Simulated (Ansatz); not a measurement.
**CH3AlO (SMILES [CH3][Al]=[O]): one structure at several levels**

The task here is to estimate one member of a computed series from the others.

Computed with Ansatz 0.2.0, Gaussian basis. Level: single points in def2-TZVPP.

Correlated methods freeze the cores.

## The starting structure

6 atoms, charge 0, spin multiplicity 1.

Atoms are counted from 1 here; the program's logs count them from 0.

Bond lengths: C1–Al2 2.053 Å, C1–H4 1.046 Å, C1–H5 1.024 Å, C1–H6 1.074 Å, Al2–O3 1.472 Å. Angles: Al2–C1–H4 110.8°, Al2–C1–H5 112.4°, Al2–C1–H6 113.2°, H4–C1–H5 108.6°, H4–C1–H6 111.1°, H5–C1–H6 100.3°, C1–Al2–O3 173.7°.

Geometry (Å):

```
C    -0.4523    0.5038   -0.3303
Al    0.7798   -0.8901    0.5380
O     1.5300   -1.9780    1.1863
H    -0.0064    1.4497   -0.3231
H    -1.3609    0.5672    0.1373
H    -0.7653    0.2320   -1.3209
```

The first run:

The input, run/in.yaml:

```yaml
crystal:
  periodic: [false, false, false]
  atoms:
    - {symbol: C, position_ang: [-0.452300, 0.503800, -0.330300]}
    - {symbol: Al, position_ang: [0.779800, -0.890100, 0.538000]}
    - {symbol: O, position_ang: [1.530000, -1.978000, 1.186300]}
    - {symbol: H, position_ang: [-0.006400, 1.449700, -0.323100]}
    - {symbol: H, position_ang: [-1.360900, 0.567200, 0.137300]}
    - {symbol: H, position_ang: [-0.765300, 0.232000, -1.320900]}
basis:
  gaussian: {orbitals: def2-TZVPP}
correlation: {method: ccsd_t}
output: {forces: true}
```

The command line of these runs was not kept.

Steps of the session up to this table: CCSD(T)/def2-TZVPP; PBE0-D4/def2-TZVPP; wB97M-V/def2-TZVPP; r2SCAN-D4/def2-TZVPP; PBE-D4/def2-TZVPP; BHLYP-D4/def2-TZVPP; revPBE-D4/def2-TZVPP.

One of the session's tables, all rows but one given; the rest of the session is left out.

```
   method  RMS force component (eV/Å)  angle to CCSD(T) forces (°)  dipole (D)
  CCSD(T)                       3.205                    reference        5.02
  PBE0-D4                       3.008                          1.8        5.21
  wB97M-V                       3.013                          1.6        5.27
r2SCAN-D4                           ?                            ?           ?
   PBE-D4                       3.268                          1.4        4.87
 BHLYP-D4                       2.762                          2.7        5.49
revPBE-D4                       3.328                          1.6        4.84
```

Estimate the missing values for r2SCAN-D4.

The run gave: RMS force component (eV/Å): 3.107; angle to CCSD(T) forces (°): 0.9; dipole (D): 5.05. In the column «RMS force component (eV/Å)» it lies between wB97M-V (3.013) and CCSD(T) (3.205).
